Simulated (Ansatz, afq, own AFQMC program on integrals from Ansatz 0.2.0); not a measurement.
**MoNH₃⁺, octet in def2-SVP, levels against CCSDT(Q)**

```yaml
atoms:
  - { symbol: Mo, position_ang: [-0.4030, 0.0012, -0.0003] }
  - { symbol: N, position_ang: [2.2039, -0.0068, 0.0015] }
  - { symbol: H, position_ang: [2.5743, -0.9511, 0.0067] }
  - { symbol: H, position_ang: [2.5781, 0.4679, 0.8161] }
  - { symbol: H, position_ang: [2.5792, 0.4594, -0.8175] }
```

Connectivity, by distances: Mo–NH3.

Basis def2-SVP with its core potentials. Noble-gas cores (and the filled d shells of Ga–Kr and In–Xe) are frozen. AFQMC by an in-house program on the Cholesky factors that Ansatz 0.2.0 writes for its CCSD(T) run. The CISD trial takes its coefficients from CCSD amplitudes. Released means that phaseless walkers are propagated on without the constraint, phases kept. ± is one standard error of the sampling. No spin–orbit coupling. The metal's outer-core s and p shells are frozen, which shifts wave-function levels against functionals.

Determinant: UHF, the one that the program's search chose, which needn't be the lowest solution. The geometry is a PBE0/def2-TZVP stationary point of this or a neighbouring charge and spin state.

No full CI on the walks' own integrals is used here; CCSDT(Q) serves as the reference and is uncertain by about the last step of the cluster series.

Cautions: no spin-orbit coupling; outer-core shells of the metal frozen; another spin lies lower (by 6.21 eV).

The T1 diagnostic is 0.0084, the weight of the determinant in the CISD state is 0.919 and the ⟨S²⟩ of the determinant is 15.759. The size of the correlated space is 13 electrons in 55 orbitals.

Task: Estimate: order these by the size of their error in total energy against CCSDT(Q), smallest first.
A. AFQMC with the constraint released
B. CCSD(T)
C. MP2
D. CCSD

Result: A (0.2 ± 0.3 kJ/mol), B (1.9 kJ/mol), D (12.1 kJ/mol), C (82.2 kJ/mol).

Reference: CCSDT(Q), correlation energy -6.360 eV. The released energy is read at 2.60 1/Eh (meV from the phaseless value at times in 1/Eh: -0.5 ± 1.4 at 0.24, -4.1 ± 1.6 at 0.60, -6.8 ± 2.2 at 1.20, -4.9 ± 1.9 at 1.80, -8 ± 3 at 2.60).

A walk keeps the symmetry of its determinant, which the program's search chose and which needn't be the lowest solution, so a lower state of the same spin and another symmetry isn't excluded. Released energies are given only where the last usable release times agree within the noise; a slower fall can still hide under it.
